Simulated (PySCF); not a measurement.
PySCF input:

```python
from pyscf import gto, scf, dft

mol = gto.M(
    atom='''
    C     0.00157892    1.37890846   -0.51669082
    S     0.00022170    0.00210942    0.66008152
    C    -0.00192304   -1.38218263   -0.50786606
    H     0.00294044    2.29930409    0.06551542
    H     0.89298680    1.35708081   -1.14457101
    H    -0.89029797    1.35934449   -1.14397930
    H    -0.00289150   -2.29883840    0.08021161
    H    -0.89375252   -1.36436649   -1.13527401
    H     0.88953225   -1.36663016   -1.13586572
    ''',
    basis='def2-tzvpd',
    charge=0,
    spin=0,
    verbose=4,
)

mf = scf.RHF(mol).density_fit(auxbasis='def2-universal-jkfit')
mf.conv_tol = 1e-9
mf.max_cycle = 100
mf.max_memory = 1500
mf.kernel()
if not mf.converged:
    mf = mf.newton()
    mf.kernel(mf.make_rdm1())
mf.analyze()
```

Task: Predict the final energy.

Result: -476.79767 Eh (HF/def2-TZVPD).
